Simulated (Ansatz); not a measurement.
The cluster S₃⁻, relaxed as a doublet with UKS r2SCAN-D4/def2-TZVPD in Ansatz, starting from the GFN1-xTB geometry. Force threshold 0.02 eV/Å.

The highest occupied level of the charge -1 doublet lies above zero (up to 0.10 eV). By energy differences its removal costs 2.62 eV (vertical, to the charge 0 singlet, at r2SCAN-D4/def2-TZVPD); a positive level beside a positive removal energy at the same level points to self-interaction error. The relaxation made no stability test and no search for a lower SCF solution. The structure comes from a short search, and lower isomers may exist.

Start:

```xyz
3

S    -0.2279   -1.6533   -0.4790
S     0.8584    1.3591    0.6567
S    -0.6305    0.2942   -0.1777
```

Q: Estimate the energy that the relaxation releases and the steps that it takes.

A: 0.01 eV, in 3 steps; 5.5 s on 4 threads of Arm Neoverse V1 on a shared host. No frequencies were taken in this run, so the end may be a saddle point.

Q: Does the start keep its bonding and symmetry?

A: By distances, no bond broke or formed. The bond that changes most is S2–S3, from 2.01 to 2.00 Å (atoms count from 1). Point group C2v at the start, C2v at the end, both within 0.05 Å.

Q: Predict the relaxed structure.

A: 
Cartesian coordinates in Å:
```
S -0.231 -1.645 -0.478
S 0.851 1.355 0.653
S -0.620 0.289 -0.175
```
Bond lengths: 2 × S–S 2.00 Å.
